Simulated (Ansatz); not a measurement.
in.yaml

```yaml
crystal:
  periodic: [false, false, false]
  atoms:
    - {symbol: O, position_ang: [-1.250005, 0.000385, 0.000000]}
    - {symbol: H, position_ang: [-1.499314, 0.926961, 0.000000]}
    - {symbol: H, position_ang: [-0.053005, 0.000385, 0.000000]}
    - {symbol: O, position_ang: [1.252995, 0.000385, 0.000000]}
    - {symbol: H, position_ang: [1.504854, -0.939565, 0.000000]}
basis:
  gaussian: {orbitals: STO-3G}
magnetization: {spin_polarized: false, initial_magnetization: 1}
correlation: {active_space: {ras: {orbitals: [7, 1, 3], electrons: 35, max_holes: 2, max_particles: 2}, fixed_orbitals: true}}
```

```sh
$ ansatz run in.yaml --threads 1 --pin off --events-out ev --progress --plain --max-ram 2393MiB
```

(1) How does this run end?

Results:

(1) Stopped by an error. The input was made wrong on purpose (electron count of the space is wrong), so the run isn't a sound calculation of what was asked.
```
171 factors; integrals over basis functions are off by at most 1.3e-5 eV
mean field evaluation 1: about -4060.3057 eV, gradient 1.8e1 eV
mean field evaluation 2: about -4060.3628 eV, gradient 1.8e1 eV
mean field evaluation 4: about -4061.8467 eV, gradient 1.8e0 eV
mean field evaluation 8: about -4062.0100 eV, gradient 2.3e-1 eV
mean field evaluation 16: about -4062.0901 eV, gradient 1.0e-4 eV
mean field evaluation 32: about -4062.0895 eV, gradient 4.7e-2 eV
mean field -4062.09009374 eV, -149.2790575613 hartree, gradient 2.0e-6 eV, S^2 0.750000; 4 other end points of the search recorded, 0 dependent functions left out
reference -4062.09009374 eV, -149.2790575613 hartree; 10, 9 occupied and 3, 4 virtual orbitals, 171 factors
Error: 35 electrons in 11 orbitals form no window around the highest filled level of the reference
```
